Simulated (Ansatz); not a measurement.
in.yaml

```yaml
crystal:
  periodic: [false, false, false]
  atoms:
    - {symbol: C, position_ang: [0.639771, 0.000000, 1.299713]}
    - {symbol: Mg, position_ang: [-0.334966, 0.000000, -0.556887]}
    - {symbol: H, position_ang: [0.453646, 0.000000, -2.058971]}
basis:
  gaussian: {orbitals: 6-31G}
magnetization: {spin_polarized: true, initial_magnetization: 1}
hamiltonian: {xc: hf}
output: {orbitals: {seedname: orbitals}}
```

```sh
$ ansatz run in.yaml --threads 1 --pin off --events-out ev --progress --plain --max-ram 2393MiB
```

Output:

```
291 factors; integrals over basis functions are off by at most 1.1e-4 eV
mean field evaluation 1: about -6470.0983 eV, gradient 6.0e0 eV
mean field evaluation 2: about -6470.1235 eV, gradient 6.0e0 eV
mean field evaluation 4: about -6470.8013 eV, gradient 8.1e-1 eV
mean field evaluation 8: about -6470.7975 eV, gradient 2.6e-1 eV
mean field evaluation 16: about -6471.5395 eV, gradient 7.6e-5 eV
mean field evaluation 32: about -6471.5138 eV, gradient 8.4e-2 eV
mean field evaluation 64: about -6471.2448 eV, gradient 9.3e-1 eV
mean field evaluation 96: about -6470.8636 eV, gradient 3.6e0 eV
mean field evaluation 128: about -6470.6428 eV, gradient 1.5e0 eV
mean field evaluation 160: about -6471.2634 eV, gradient 4.1e-1 eV
mean field evaluation 192: about -6470.8185 eV, gradient 1.3e-2 eV
mean field evaluation 224: about -6466.0538 eV, gradient 1.2e1 eV
mean field -6471.53945610 eV, -237.8246884445 hartree, gradient 5.4e-6 eV, S^2 1.658294; 9 other end points of the search recorded, 0 dependent functions left out
reference -6471.53945610 eV, -237.8246884445 hartree; 10, 9 occupied and 14, 15 virtual orbitals, 291 factors
Total energy: -6471.53945610 eV, -237.8246884445 hartree
```

Ran on 1 thread of Arm Neoverse V2, shared host: 0.55 s wall, 0.15 GiB peak host memory.
